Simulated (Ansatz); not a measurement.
Program: Ansatz. Geometries: PBE0-D4/def2-TZVP. ΔE: electronic, gas phase. CBS: MP2 limit from def2 TZ/QZ plus the TZ coupled-cluster correction, frozen cores. This one scheme is used for every species. DFT in def2-TZVPP. B3LYP here is the variant with VWN-RPA as its local correlation; programs differ in this. HSE06 is defined as in plane-wave codes. For Mg outer-core shells are correlated without core-valence functions, which leaves a few kJ/mol of doubt a bond.

Consider the ligand exchange at a Mg–O bond: `[MgH][O][SiH3]` + NH₃ → `[NH2][MgH]` + silanol.

```csv
level,ΔE (kJ/mol),difference from CCSD(T)/CBS
LDA (SPW92),92.8,-13.8
PBE-D4,96.8,-9.8
revPBE-D4,98.2,-8.4
BLYP-D4,101.0,-5.6
r2SCAN-D4,103.5,-3.1
B97M-V,107.0,0.4
PBE0-D4,100.3,-6.3
B3LYP-D4,103.4,-3.2
r2SCANh-D4,103.9,-2.7
r2SCAN0-D4,104.6,-2.0
HSE06-D4,100.0,-6.6
BHLYP-D4,107.6,1.0
ωB97X-V,102.0,-4.6
ωB97M-V,100.6,-6.0
PBE-QIDH,103.3,-3.3
PBE,95.5,-11.1
revPBE,96.0,-10.6
BLYP,98.5,-8.1
r2SCAN,103.1,-3.5
PBE0,99.1,-7.5
B3LYP,101.2,-5.4
r2SCANh,103.5,-3.1
r2SCAN0,104.1,-2.5
HSE06,98.8,-7.8
BHLYP,105.3,-1.3
CAM-B3LYP,102.0,-4.6
LC-ωPBE,100.8,-5.8
RPA@PBE/def2-TZVPP,102.4,-4.2
HF/def2-SVP,122.5,15.9
MP2/def2-SVP,116.7,10.1
CCSD/def2-SVP,117.4,10.8
CCSD(T)/def2-SVP,116.4,9.8
MP2/def2-TZVPP,103.9,-2.7
CCSD/def2-TZVPP,104.5,-2.1
CCSD(T)/def2-TZVPP,103.5,-3.1
HF/def2-QZVPP,112.2,5.6
SCS-MP2/def2-QZVPP,107.5,0.9
HF/CBS(def2),112.5,5.9
MP2/CBS(def2),107.0,0.4
CCSD/CBS(def2),107.5,0.9
CCSD(T)/CBS,106.6,0
```

Largest T1 diagnostic among the species: 0.011.

Leaving LDA and LC-ωPBE aside and taking each functional with its dispersion term where it has one, the values spread over 10.9 kJ/mol, from PBE-D4 to BHLYP-D4. In def2-TZVPP, CCSD(T) changes the Hartree–Fock value by −6.5 kJ/mol (the triples alone add −1.0 kJ/mol) and MP2 by −6.1 kJ/mol.
